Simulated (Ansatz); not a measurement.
**[Br···H···H], doublet: transfer scan**

Starting geometry:

```xyz
3

Br    0.0000    0.0000   -1.4079
H     0.0000    0.0000    0.0127
H     0.0000    0.0000    1.3951
```

From there H2 is moved from one fragment to the other while all else, the fragments' distance too, stays fixed, so the hump isn't the reaction's barrier; atoms are numbered as listed. Energies are in eV, counted from the starting geometry at the same level. Kohn–Sham curves are unrestricted where that lies lower.

Basis cc-pVDZ; Ansatz 0.2.0. Correlated methods freeze the noble-gas cores and the filled d shells of p-block atoms. No spin–orbit coupling is included, and no scalar relativity.

In so small a basis the reference is far from its limit while semilocal and hybrid functionals are nearer theirs (RPA and double hybrids share much of the reference's basis error), so the functionals' errors here hold much of the reference's basis and frozen-core error, which can add to them or hide them.

Full CI is exact within this basis and frozen core; it isn't the basis-set limit.

| distance Br1-H2 (Å) | full CI | PBE | r2SCAN | PBE0 | B3LYP | wB97M-V | B2PLYP | PBE-QIDH | RPA-PBE |
| --- | --- | --- | --- | --- | --- | --- | --- | --- | --- |
| 1.321 | 0.200 | 0.284 | 0.267 | 0.239 | 0.265 | 0.226 | 0.226 | 0.190 | 0.218 |
| 1.421 | 0.000 | 0.000 | 0.000 | 0.000 | 0.000 | 0.000 | 0.000 | 0.000 | 0.000 |
| 1.512 | 0.004 | -0.080 | -0.062 | -0.036 | -0.067 | -0.027 | -0.024 | 0.016 | -0.022 |
| 1.603 | 0.053 | -0.101 | -0.061 | -0.020 | -0.084 | -0.007 | 0.002 | 0.086 | -0.012 |
| 1.694 | 0.041 | -0.140 | -0.075 | -0.038 | -0.134 | -0.036 | -0.018 | 0.102 | -0.069 |
| 1.785 | -0.090 | -0.233 | -0.154 | -0.135 | -0.256 | -0.167 | -0.135 | -0.001 | -0.235 |
| 1.876 | -0.314 | -0.363 | -0.293 | -0.295 | -0.430 | -0.372 | -0.332 | -0.205 | -0.480 |
| 1.967 | -0.536 | -0.469 | -0.424 | -0.443 | -0.588 | -0.567 | -0.525 | -0.413 | -0.715 |
| 2.058 | -0.626 | -0.442 | -0.433 | -0.463 | -0.616 | -0.629 | -0.589 | -0.494 | -0.816 |
